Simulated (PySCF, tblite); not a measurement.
# C₃H₇FN radical: geometry, infrared bands and EPR parameters

What infrared bands and EPR parameters should C₃H₇FN radical (`[NH]CCCF`) show?

Computed with tblite 0.8.0 and PySCF 2.14.0, with density-fitted response routines of our own, on a single molecule in the gas phase. Atoms are numbered from 0 throughout.

## Step 1: The starting structure

12 atoms, charge 0, multiplicity 2; geometry from: force field or distance geometry start.

Bonds of the start (Å): N0–C1 1.47, C1–C2 1.49, C2–C3 1.51, C3–F4 1.36, N0–H5 1.04, C1–H6 1.10, C1–H7 1.11, C2–H8 1.09, C2–H9 1.13, C3–H10 1.11, C3–H11 1.14.

## Step 2: Geometry optimisation with GFN2-xTB

The job: settings as JSON, then the geometry in Å.

```
{"job": {"kind": "relax", "xc": "GFN2-xTB", "basis": "xTB"}, "charge": 0, "multiplicity": 2}
N      1.136700    -1.309300    -0.263100
C      0.996800    -0.091400     0.548900
C     -0.052400     0.728100    -0.121300
C     -1.312600    -0.109800    -0.135600
F     -2.366900     0.529300    -0.721200
H      1.665900    -0.985900    -1.100500
H      0.658900    -0.433400     1.539000
H      1.967100     0.439400     0.546700
H      0.299400     0.999400    -1.114300
H     -0.291600     1.664700     0.470400
H     -1.083300    -1.091500    -0.610800
H     -1.616900    -0.340200     0.935900
```

Run with:

```bash
$ OMP_NUM_THREADS=1 python probes_run.py task.json out
```

One launch serves the whole session: the jobs run in the order shown.

**Question.** This job is followed by: GFN2-xTB harmonic vibrations, gas phase; UKS B3LYP, pcH-1 on C F H N, non-relativistic, mean-field spin-orbit, GIAO. Predict these results of the whole session: strongest single infrared mode (GFN2-xTB); zero-point energy (GFN2-xTB); g(iso) (B3LYP); ⟨S²⟩; largest a(iso) (averaged by class); potential on the surface of density 0.002 e/bohr³, 1st and 99th percentile.

The runs gave:

| quantity | value |
| --- | --- |
| strongest single infrared mode (GFN2-xTB) | 1038 cm⁻¹, 72 km/mol |
| zero-point energy (GFN2-xTB) | 60.4 kcal/mol |
| g(iso) (B3LYP) | 2.00458 |
| ⟨S²⟩ | 0.754 (exact 0.75) |
| largest a(iso) (averaged by class) | 1H on H6, H7, 162.4 MHz |
| potential on the surface of density 0.002 e/bohr³, 1st and 99th percentile | -1.70 V and 1.55 V |

The optimisation took 50 steps and gained 0.400 eV; among the close pairs (by a distance rule), N0–C1 changed most, from 1.470 to 1.391 Å. All 30 modes are real, so the xTB geometry is a minimum. The strongest single mode, at 1038 cm⁻¹, is spread over many atoms; the largest shares are those of C3, F4. Unscaled tight-binding wavenumbers are off by several per cent, some by more. Its intensities can rank the bands wrongly. Most of the unpaired spin sits on N0 (0.96 e). The isotropic g lies 2.3 ppt above the free-electron value. These values are for one conformer; the search (at its own cheap level) found 1 more, at 0.47 kcal/mol, and measured spectra average over such forms.
